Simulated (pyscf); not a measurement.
Single points on ωB97X-D3(BJ)/def2-SVP structures (PySCF, gas phase).

SMILES: [NH2][Zr]([NH2])([NH2])[NH2]
```xyz
13

N     -0.4474    -1.5676    -2.0571
Zr    -0.3448     0.0327    -0.7798
N      1.3900     1.0513    -1.1762
N     -1.9672     1.2563    -1.0509
N     -0.3639    -0.6153     1.1649
H      0.3569    -2.1424    -2.3055
H     -1.2436    -1.8916    -2.6018
H      2.0805     1.4080    -0.5192
H      1.7334     1.2310    -2.1190
H     -2.8854     1.0681    -0.6502
H     -2.0117     2.1558    -1.5249
H     -0.2255    -1.5587     1.5205
H     -0.5873    -0.0121     1.9556
```

Task: How much does it cost (ΔH, 298 K, ωB97M-D3(BJ)/def2-TZVP) to split `[NH2][Zr]([NH2])([NH2])[NH2]` at its H–N bond into [HN–Zr(NH₂)(NH₂)–NH₂]• + H•?

Result: H–N to [HN–Zr(NH₂)(NH₂)–NH₂]• + H•: 4.75 eV. The 7 functionals that were run give +4.55 (r²SCAN) to +4.76 eV (M06-2X). The radicals are drawn with the spin at the cut bond; how far it spreads was not checked. Other isomers of [HN–Zr(NH₂)(NH₂)–NH₂]• were not searched in full and may lie lower. Open-shell species with a d-block atom are single-reference here; other states, and whether the spin sits on metal or ligand, were not checked. Elements past Kr carry the def2 core potentials, without spin-orbit coupling.
